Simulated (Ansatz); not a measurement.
# SiO (quintet): wave-function methods side by side, def2-TZVPP

One table from this session's results is given with a row withheld; the runs are named, their logs left out.

Method: def2-TZVPP, core rule «outside noble gas», up to 6 orbitals frozen; program: Ansatz 0.2.0, Gaussian basis.

To be run: UHF; ROHF; CCSD(T) on UHF.

2 further runs of the same task are left out: 2 set aside as unsound or not needed.

**The geometry**

The geometry is a PBE0/def2-TZVP stationary point (not a proven minimum) of the parent state, kept for this charge and spin.

2 atoms, charge 0, spin multiplicity 5.

Atoms are counted from 1 here; the program's logs count them from 0.

Bond lengths: Si1–O2 1.724 Å.

Set-up of the first run:

File in.yaml:

```yaml
crystal:
  periodic: [false, false, false]
  atoms:
    - {symbol: Si, position_ang: [0.000000, 0.000000, 0.000000]}
    - {symbol: O, position_ang: [0.000000, 0.000000, 1.723500]}
basis:
  gaussian: {orbitals: def2-TZVPP}
magnetization: {spin_polarized: true, initial_magnetization: 4}
hamiltonian: {xc: hf}
output: {orbitals: {seedname: orbitals}}
```

Run with:

```
ansatz run in.yaml --threads 1 --pin off --events-out ev --progress --plain --max-ram 4096MiB --backend cpu
```

Steps of the session up to this table: UHF; ROHF; CCSD(T) on UHF.

One of the session's tables, all rows but one given; the rest of the session is left out.

It belongs to the step «Misses and costs». 

```
  method  from UCCSD(T) (kcal/mol)
    ROHF                   +165.30
     UHF                   +160.84
    UMP2                    +18.71
   UCCSD                         ?
UCCSD(T)                         0
```

Q: Estimate the row for UCCSD from the others.

As computed: from UCCSD(T) (kcal/mol): +5.58. In the column «from UCCSD(T) (kcal/mol)» it lies between UCCSD(T) (0) and UMP2 (+18.71).
